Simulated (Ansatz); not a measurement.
Mulliken charges of `C[CH2][MgH]` from PBE/def2-TZVPP in Ansatz (PBE0-D4/def2-TZVP geometry).

| atom | x (Å) | y (Å) | z (Å) | charge (e) |
| --- | --- | --- | --- | --- |
| C1 | -0.522 | 0.679 | -0.804 | -0.245 |
| C2 | 0.518 | -0.304 | -0.259 | -0.478 |
| Mg3 | 0.319 | -0.853 | 1.758 | 0.431 |
| H4 | -1.540 | 0.284 | -0.728 | 0.078 |
| H5 | -0.360 | 0.924 | -1.861 | 0.074 |
| H6 | -0.515 | 1.629 | -0.260 | 0.078 |
| H7 | 1.524 | 0.112 | -0.401 | 0.107 |
| H8 | 0.508 | -1.220 | -0.864 | 0.107 |
| H9 | 0.155 | -1.298 | 3.402 | -0.151 |

By hand: the dipole of these point charges (1 e Å = 4.8032 D).

Σ q r = (0.025, -0.094, 0.215) e Å, of length 0.236 e Å = 1.13 D.

How does the dipole of the full density compare? (An estimate is asked.)

The calculation gave: (0.039, 0.012, -0.119) e Å, 0.60 D; the point charges give 1.88 times that, at 150° from its direction, so they point the opposite way.

Point charges leave out the atoms' own dipoles, such as those of lone pairs, and Mulliken's split depends on the basis, so the two needn't agree.
